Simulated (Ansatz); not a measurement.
# HNO2: taking an electron away

One table from this session's results is given with a row withheld; the runs are named, their logs left out.

Program: Ansatz 0.2.0, Gaussian basis. Level of theory: unrestricted cation, the program's frozen cores in correlated methods. These are calculated values, not measurements.

Levels to be run: UKS PBE-D4/def2-TZVPP; UKS r2SCAN-D4/def2-TZVPP; UKS PBE0-D4/def2-TZVPP; UKS B3LYP-D4/def2-TZVPP; UKS wB97X-V/def2-TZVPP; UKS wB97M-V/def2-TZVPP; UKS B2PLYP/def2-TZVPP; UHF-CCSD(T)/def2-TZVPP; UHF-CCSD(T)/def2-QZVPP; extrapolation to the limit; then −ε(HOMO) from the neutral's earlier runs with LDA (SPW92), PBE-D4, revPBE-D4, BLYP-D4, r2SCAN-D4, B97M-V, PBE0-D4, B3LYP-D4, r2SCANh-D4, r2SCAN0-D4, HSE06-D4, BHLYP-D4, CAM-B3LYP-D4, LC-ωPBE, ωB97X-V, ωB97M-V.

## The geometry

An earlier PBE0-D4 in a triple-zeta def2 set relaxation fixed the geometry.

SMILES `O=NO`, 4 atoms, charge 0, spin multiplicity 1.

Atoms are counted from 1 here; the program's logs count them from 0.

Bond lengths: O1–N2 1.162 Å, N2–O3 1.397 Å, O3–H4 0.967 Å. Angles: O1–N2–O3 111.2°, N2–O3–H4 103.0°.

Set-up of the first run:

Contents of in.yaml:

```yaml
crystal:
  periodic: [false, false, false]
  atoms:
    - {symbol: O, position_ang: [0.413661, 0.047221, 1.437268]}
    - {symbol: N, position_ang: [0.320130, -0.419353, 0.377396]}
    - {symbol: O, position_ang: [-0.362618, 0.434595, -0.492642]}
    - {symbol: H, position_ang: [-0.371163, -0.062463, -1.322021]}
basis:
  gaussian: {orbitals: def2-TZVPP}
total_charge: 1
magnetization: {spin_polarized: true, initial_magnetization: 1}
hamiltonian: {xc: pbe, dispersion: d4}
```

The run is started by

```console
ansatz run in.yaml --threads 2 --pin off --events-out ev --progress --plain --max-ram 20480MiB --backend cpu
```

Steps of the session up to this table: Cation, UKS PBE-D4/def2-TZVPP; Cation, UKS r2SCAN-D4/def2-TZVPP; Cation, UKS PBE0-D4/def2-TZVPP; Cation, UKS B3LYP-D4/def2-TZVPP; Cation, UKS wB97X-V/def2-TZVPP; Cation, UKS wB97M-V/def2-TZVPP; Cation, UKS B2PLYP (frozen core)/def2-TZVPP; Cation, UHF-CCSD(T)/def2-TZVPP; Cation, UHF-CCSD(T)/def2-QZVPP.

One table of the session follows, with a row left open; its other results are not shown here.

Orbital estimates, from the neutral's runs:

```
  functional  −ε(HOMO) (eV)
 LDA (SPW92)           6.62
      PBE-D4           6.43
   revPBE-D4           6.35
     BLYP-D4           6.41
   r2SCAN-D4           6.76
      B97M-V           6.91
     PBE0-D4           8.11
    B3LYP-D4           7.91
  r2SCANh-D4           7.39
  r2SCAN0-D4           8.36
    HSE06-D4           7.70
    BHLYP-D4           9.82
CAM-B3LYP-D4              ?
     LC-ωPBE          10.96
     ωB97X-V          10.62
     ωB97M-V          10.57
```

Estimate the missing values for CAM-B3LYP-D4.

As computed: −ε(HOMO) (eV): 9.68. In the column «−ε(HOMO) (eV)» it lies between r2SCAN0-D4 (8.36) and BHLYP-D4 (9.82).
